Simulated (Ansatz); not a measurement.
# Al₂H₂ (triplet): the correlation ladder at scale of all distances = 1.987, 6-31G

One table from this session's results is given with a row withheld; the runs are named, their logs left out.

The runs use Ansatz 0.2.0, Gaussian basis; 6-31G, core rule «outside noble gas», up to 10 orbitals frozen.

Plan: UHF; CCSD(T) on ROHF; CCSD(T) on UHF; BCCD(T) on ROHF; CISD; CCSDT(Q) on ROHF; CCSDT(Q) on UHF; CISDTQ; CASSCF and MRCISD+Q, 4 electrons in 4 orbitals; CASSCF and NEVPT2, 4 electrons in 4 orbitals; CASSCF and MRCISD+Q, 8 electrons in 10 orbitals; CASSCF and NEVPT2, 8 electrons in 10 orbitals; Full CI.

15 further runs of the same task are left out: 13 that didn't finish, 2 set aside as unsound or not needed.

## The geometry

The geometry derives from a PBE0/def2-TZVP stationary point (not a proven minimum). All distances are scaled together.

4 atoms, charge 0, spin multiplicity 3.

Atoms are counted from 1 here; the program's logs count them from 0.

No contacts short enough for the rule that draws bonds.

The first run:

Contents of in.yaml:

```yaml
crystal:
  periodic: [false, false, false]
  atoms:
    - {symbol: Al, position_ang: [0.000000, 0.000000, 2.285062]}
    - {symbol: Al, position_ang: [0.000000, 0.000000, -2.285062]}
    - {symbol: H, position_ang: [0.000000, 0.000000, 5.413679]}
    - {symbol: H, position_ang: [0.000000, 0.000000, -5.413679]}
basis:
  gaussian: {orbitals: 6-31G}
magnetization: {spin_polarized: true, initial_magnetization: 2}
hamiltonian: {xc: hf}
output: {orbitals: {seedname: orbitals}}
```

Run with:

```bash
$ ansatz run in.yaml --threads 1 --pin off --events-out ev --progress --plain --max-ram 2393MiB
```

Steps of the session up to this table: UHF; CCSD(T) on ROHF; CCSD(T) on UHF; BCCD(T) on ROHF; CISD; CCSDT(Q) on ROHF; CCSDT(Q) on UHF; CISDTQ; CASSCF and MRCISD+Q, 4 electrons in 4 orbitals; CASSCF and NEVPT2, 4 electrons in 4 orbitals; CASSCF and MRCISD+Q, 8 electrons in 10 orbitals; CASSCF and NEVPT2, 8 electrons in 10 orbitals; Full CI.

One of the session's tables, all rows but one given; the rest of the session is left out.

| method | from FCI (meV) |
| --- | --- |
| ROHF | ? |
| UHF | +2144.5 |
| RMP2 | +1386.4 |
| UMP2 | +1129.1 |
| CISD | +424.8 |
| RCCSD | +90.9 |
| UCCSD | +96.4 |
| RCCSD(T) | +48.2 |
| UCCSD(T) | +58.4 |
| BCCD(T) | +52.7 |
| RCCSDT | +32.5 |
| UCCSDT | +32.4 |
| CISDTQ | +45.7 |
| RCCSDT(Q) | +29.5 |
| UCCSDT(Q) | +30.0 |
| CASSCF pair | +1738.8 |
| NEVPT2 pair | +752.8 |
| FCI | 0 |

Estimate the missing values for ROHF.

As computed: from FCI (meV): +3040.4. In the column «from FCI (meV)» it is the highest.

Among the levels timed on like hardware and quicker than the yardstick, those that no quicker one beats, quickest first: CISD (1.4 s, +424.8 meV); RCCSD(T) (4.3 s, +48.2 meV); RCCSDT(Q) (9.5 s, +29.5 meV).

Not comparable, so not listed: CASSCF and MRCISD+Q, 4 electrons in 4 orbitals (they don't share determinant, frozen orbitals or solution with the rows shown, or repeat one).

Caveats from the session: The determinant is far from a pure spin state, so its energy mixes those of several spin states (harmless only where they are near-degenerate, as at dissociation). The yardstick is full CI for this spin, exact in this basis with these frozen cores. Left out of the table: CASSCF valence, NEVPT2 valence, MRCISD valence, MRCISD+Q valence (the active space lost an orbital or holds another state than full CI finds). With 3.3 effectively unpaired electrons against 2 the state is strongly multireference. Levels on UHF freeze UHF's core orbitals, full CI those of ROHF, so the U rows can settle a little off it for that reason alone. Restricted and unrestricted rows rest on different reference determinants; where their highest levels disagree by more than a few hundredths of an eV, they describe different states and don't form one ladder. Warnings in the runs' records: passed over end.
